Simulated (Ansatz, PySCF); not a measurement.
System: C2H3F (charge 0, singlet). 
Coordinates optimised at B3LYP-D3(BJ)/def2-TZVP (Ansatz, a program for electronic structure):
```xyz
6

C      0.0048     0.4339    -0.0020
C      1.1838    -0.1536     0.0049
F     -1.1460    -0.2672    -0.0028
H     -0.1758     1.5010    -0.0077
H      1.2800    -1.2303     0.0104
H      2.0778     0.4520     0.0052
```

Property: atomisation energy (electronic, to ground-state atoms), in kcal/mol. Valence correlation only, unless marked. Open shells are spin-unrestricted. No spin-orbit coupling. Non-relativistic unless marked X2C. The coupled-cluster limit lacks core correlation, which all-electron functionals hold. Basis-set limits of correlation are two-point, X^-3; Hartree-Fock from the larger set. [CCSD(T)-MP2]/basis is that difference in the basis named.

```tsv
level	program	atomisation energy (kcal/mol)	rough core time
HF/STO-3G	Ansatz	470.1	-
RI-HF/aug-cc-pVQZ	Ansatz	418.8	-
PBE/def2-TZVPD	Ansatz	589.3	under 20 s
PBE-D3(BJ)/def2-TZVPD	Ansatz + dftd3	590.9	under 20 s
TPSS-D3(BJ)/def2-TZVPD	PySCF + dftd3	579.6	-
PBE0/STO-3G	Ansatz	650.1	under 20 s
TPSSh-D4/def2-TZVPD	PySCF + dftd4	575.2	-
CAM-B3LYP-D3(BJ)/def2-TZVPD	Ansatz + dftd3	575.9	under 20 s
CAM-B3LYP-D4/def2-TZVPD	Ansatz + dftd4	575.9	under 20 s
LC-wPBE-D3(BJ)/def2-TZVPD	Ansatz + dftd3	573.9	under 20 s
B2GP-PLYP-D3(BJ)/def2-TZVPD	Ansatz + dftd3	566.1	under 20 s
MP2/aug-cc-pVDZ	Ansatz	546.2	-
RI-MP2/CBS(cc-pVTZ,cc-pVQZ)	Ansatz	583.7	under 20 s
SCS-MP2/6-31G*	Ansatz	530.0	-
SCS-MP2/cc-pVDZ	Ansatz	532.2	-
CCSD/STO-3G	Ansatz	552.7	-
CCSD/6-31G*	Ansatz	521.4	-
CCSD(T)/cc-pVTZ	Ansatz	558.1	under 20 s
X2C-CCSD(T)/cc-pVTZ-DK	Ansatz	557.6	under 20 s
RI-MP2/CBS(cc-pVTZ,cc-pVQZ)+[CCSD(T)-MP2]/cc-pVDZ	Ansatz	573.6	under 20 s
RI-MP2/CBS(aug-cc-pVTZ,aug-cc-pVQZ)+[CCSD(T)-MP2]/aug-cc-pVTZ	Ansatz	572.8	40 s
```

Core times are rough, on shared machines, summed over the molecules involved; a dash marks a level read off another run, or run on other hardware, by another program or under a memory cap.
